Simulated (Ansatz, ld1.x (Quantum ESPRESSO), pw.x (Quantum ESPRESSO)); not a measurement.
From atom to crystal: TM potential for W

tungsten (W), norm-conserving Troullier–Martins (Kleinman–Bylander form), made with ld1.x (Quantum ESPRESSO) 7.5 (PBEsol, scalar-relativistic). Core [Xe] 4f14, reference 5d4 6s2 6p0. Waves: 6s (bound): rc 2.85 bohr; 5d (bound): rc 1.90 bohr; 6p (bound, empty): rc 3.25 bohr. Local part: the p channel. Core correction: none.

Atomic tests: cutoffs needed: 30 Ry and 35 Ry (the cutoffs (Ry, on a coarse ladder) from which the occupation-weighted sum of valence levels, in a spherical-Bessel basis at the reference potential, stays within 10 and 1 mRy of its value at 400 Ry); ghost test: no extra level below or beside the all-electron valence levels (s, d, p, f tested) (spherical-Bessel basis up to 400 Ry, 20 bohr box); largest excitation error: -177 meV (all-electron minus pseudo) for 5d3 6s0 6p0, out of 7 test configurations.

Crystal test: bcc W in pw.x 7.5, no spin, 15³ k-points, Fermi–Dirac smearing 0.01 Ry, cutoffs 45/180 Ry. The reference is all-electron LAPW (Ansatz 0.2.0) with the same functional, mesh and smearing; V0 and B0 come from Birch–Murnaghan fits to the pressures at five volumes. Errors are pseudo minus all-electron; Δ is the rms difference of the E(V) curves that follow from these fits, minima aligned, over ±6 % about the mean V0. Mesh and smearing are coarse, so the numbers serve the comparison and aren't converged zero-temperature values; the lattice is a test structure that the element need not adopt.

All-electron: a0 = 3.155 Å (V0 = 15.70 Å³/atom), B0 = 321.1 GPa.

Question: How far does the potential miss the all-electron equation of state?

Answer: mean pressure error (GPa): +42.70. The pressure does not cross zero within the volumes sampled, so no fit is given. The largest radius (3.25 bohr) exceeds half the bond length (2.58 bohr), so the spheres overlap, which is one possible source of error among others. This is a poor potential for the solid.

```csv
V (Å³/atom),P all-electron (GPa),P pseudo (GPa)
14.903,18.56,69.00
15.295,8.81,54.93
15.687,0.22,42.49
16.079,-7.35,31.50
16.471,-14.00,21.78
```

Question: At the middle volume, how do free energy and pressure move when the wave cutoff is lowered (ecutrho kept at four times it)?

Answer:

```csv
cutoff (Ry),shift of F (meV/atom),shift of P (GPa)
20,+1703.3,-61.05
27,+203.8,-12.09
36,+4.1,-0.55
```

Input at the middle volume:

```
&control
  calculation='scf', prefix='x', pseudo_dir='./', outdir='./tmp', tstress=.true., disk_io='none'
/
&system
  ibrav=0, nat=1, ntyp=1, ecutwfc=45, ecutrho=180, nbnd=10,
  occupations='smearing', smearing='fd', degauss=0.01
/
&electrons
  conv_thr=1e-09, mixing_beta=0.4, electron_maxstep=70
/
ATOMIC_SPECIES
W 1.0 W.UPF
CELL_PARAMETERS angstrom
  -1.57698163 1.57698163 1.57698163
  1.57698163 -1.57698163 1.57698163
  1.57698163 1.57698163 -1.57698163
ATOMIC_POSITIONS crystal
W 0.0000 0.0000 0.0000
K_POINTS automatic
15 15 15 0 0 0
```

```bash
pw.x < W.scf.in > W.scf.out
```

Lines of the output:

```
Message from routine setup:
     using ibrav=0 with symmetry is DISCOURAGED, use correct ibrav instead
     lattice parameter (alat)  =       5.1616  a.u.
     unit-cell volume          =     105.8611 (a.u.)^3
     number of electrons       =         6.00
     number of Kohn-Sham states=           10
     kinetic-energy cutoff     =      45.0000  Ry
     charge density cutoff     =     180.0000  Ry
     scf convergence threshold =      1.0E-09
     Exchange-correlation= PBESOL
     number of k points=   120  Fermi-Dirac smearing, width (Ry)=  0.0100
     iteration #  1     ecut=    45.00 Ry     beta= 0.40
     total energy              =     -15.42877721 Ry
     estimated scf accuracy    <       0.01573767 Ry
     iteration #  2     ecut=    45.00 Ry     beta= 0.40
     total energy              =     -15.42864616 Ry
     estimated scf accuracy    <       0.00391748 Ry
     iteration #  3     ecut=    45.00 Ry     beta= 0.40
     total energy              =     -15.42907773 Ry
     estimated scf accuracy    <       0.00013248 Ry
     iteration #  4     ecut=    45.00 Ry     beta= 0.40
     total energy              =     -15.42908746 Ry
     estimated scf accuracy    <       0.00000059 Ry
     iteration #  5     ecut=    45.00 Ry     beta= 0.40
     total energy              =     -15.42908759 Ry
     estimated scf accuracy    <       0.00000003 Ry
     iteration #  6     ecut=    45.00 Ry     beta= 0.40
     total energy              =     -15.42908760 Ry
     estimated scf accuracy    <          1.2E-09 Ry
     iteration #  7     ecut=    45.00 Ry     beta= 0.40
     the Fermi energy is    16.0240 ev
!    total energy              =     -15.42908760 Ry
     estimated scf accuracy    <          2.0E-12 Ry
     smearing contrib. (-TS)   =      -0.00193316 Ry
     The total energy is F=E-TS. E is the sum of the following terms:
     one-electron contribution =      10.46831993 Ry
     hartree contribution      =       0.17871078 Ry
     xc contribution           =      -4.09270561 Ry
     ewald contribution        =     -21.98147954 Ry
     convergence has been achieved in   7 iterations
          total   stress  (Ry/bohr**3)                   (kbar)     P=      424.95
     Message from routine punch:
     Nothing written, as per user request (disk_io='none')
```

The run at the middle volume (120 k-points, 7 iterations) took about 7.7 s on one core of a shared host (Neoverse-V1, 32 threads, 247 GiB, load 24).
